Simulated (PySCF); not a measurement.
One of the candidates below gave these computed data.

All candidates are C6H8.

| technique | computed result |
| --- | --- |
| Rotational structure | rotational constants A, B, C: 6.354, 4.531, 3.220 GHz [PBE0-D3(BJ)/def2-SVP] |
| 1H NMR | chemical shifts (computed TMS as zero) by class: 6.15 (1 H), 5.48 (1 H), 2.60 (1 H), 2.35 (1 H), 1.74 (1 H), 1.41 (1 H), 0.78 (1 H), -0.30 (1 H) ppm [GIAO PBE0/pcSseg-1] |
| 13C NMR | chemical shifts (computed TMS as zero) by class: 145.2 (1 C), 136.2 (1 C), 39.1 (1 C), 26.3 (1 C), 18.8 (1 C), 16.7 (1 C) ppm [GIAO PBE0/pcSseg-1] |
| XPS | C1s 289.9, C1s 290.1, C1s 290.4, C1s 290.5, C1s 290.5, C1s 290.7 eV [ΔSCF SCAN, pcX-2 on the ionised atom, pcseg-1 elsewhere, spin-free X2C] |
| Polarisability | 64.4 au [CAM-B3LYP/def2-SVPD] |
| UV, first state | lowest singlet excitation: 6.36 eV (195 nm, f = 0.144) [TDDFT CAM-B3LYP/def2-SVPD] |
| Valence photoelectron | vertical ionisation energy: 8.75 eV [ΔSCF CAM-B3LYP/def2-SVPD] |

Electronic properties: PySCF, gas phase, density fitting. Levels stand in brackets. Isolated species at its PBE0-D3(BJ)/def2-SVP geometry, gas phase. Each NMR value is the plain mean over a class of atoms that symmetry, rotation or inversion makes alike.

Question: Which candidate is it?
A. `C1[C@H]2C[C@H]3[C@@H]1[C@@H]23`
B. `C1=C[C@H]2C[C@H]2C1`
C. `C1=CCC=CC1`
D. `C=C=C(C)C=C`

Answer: B. It is `C1=C[C@H]2C[C@H]2C1`. Numbering: `[CH:1]1=[CH:2][C@H:3]2[CH2:4][C@H:5]2[CH2:6]1`. Its formula, C6H8, gives 3 degrees of unsaturation: 2 rings and 1 π bond in the structure found. 6 carbons fall into 6 classes; from least to most shielded: alkene CH carbon [C2] (145.2 ppm), alkene CH carbon [C1] (136.2 ppm), allylic carbon [C6] (39.1 ppm), sp3 carbon at a ring junction [C3] (26.3 ppm), three-membered-ring carbon [C4] (18.8 ppm), sp3 carbon at a ring junction [C5] (16.7 ppm). Hydrogen classes from least to most shielded: 1 H on an alkene CH carbon, C2 (6.15 ppm), 1 H on an alkene CH carbon, C1 (5.48 ppm), 1 H on an allylic carbon, C6 (2.60 ppm), 1 H on an allylic carbon, C6 (2.35 ppm), 1 H on an sp3 carbon at a ring junction, C3 (1.74 ppm), 1 H on an sp3 carbon at a ring junction, C5 (1.41 ppm), 1 H on a three-membered-ring carbon, C4 (0.78 ppm), 1 H on a three-membered-ring carbon, C4 (-0.30 ppm). The core levels belong to: C1s 289.9 eV, alkene CH carbon [C1]; C1s 290.1 eV, alkene CH carbon [C2]; C1s 290.4 eV, three-membered-ring carbon [C4]; C1s 290.5 eV, sp3 carbon at a ring junction [C5]; C1s 290.5 eV, sp3 carbon at a ring junction [C3]; C1s 290.7 eV, allylic carbon [C6]. The first electron is taken from the HOMO, whose largest Löwdin shares are 0.29 on an alkene CH carbon, 0.25 on an alkene CH carbon, 0.12 on an sp3 carbon at a ring junction and 0.11 on the three-membered-ring carbon. By its constants the optimised geometry is an asymmetric top.

The others, at the same levels:
- `C1[C@H]2C[C@H]3[C@@H]1[C@@H]23` fails: its computed core binding energies are C1s 290.2, C1s 290.4 (×2), C1s 290.4 (×2), C1s 290.5 eV, rotational constant A is 6.030 GHz (against 6.354 GHz) and smallest rotational constant is 4.209 GHz (against 3.220 GHz).
- `C1=CCC=CC1` fails: it has 2 carbon classes against 6; its computed 13C shifts are 132.4 (4 C), 29.5 (2 C) ppm, core binding energies are C1s 290.1 (×4), C1s 290.7 (×2) eV and 1H shifts are 5.80 (4 H), 2.75 (4 H) ppm.
- `C=C=C(C)C=C` fails: its computed lowest singlet excitation is 5.44 eV (228 nm, f = 0.001) (against 6.36 eV), static isotropic polarisability is 82.1 au (against 64.4 au) and rotational constant A is 7.020 GHz (against 6.354 GHz).

Each candidate is one conformer, not necessarily the lowest. The conformers computed, where there is a choice (atom-mapped SMILES and torsion angles):
- `[CH2:1]=[C:2]=[C:3]([CH3:4])[CH:5]=[CH2:6]`: C2–C3–C5–C6 180°

The conformers of `C1=C[C@H]2C[C@H]2C1` aren't listed.
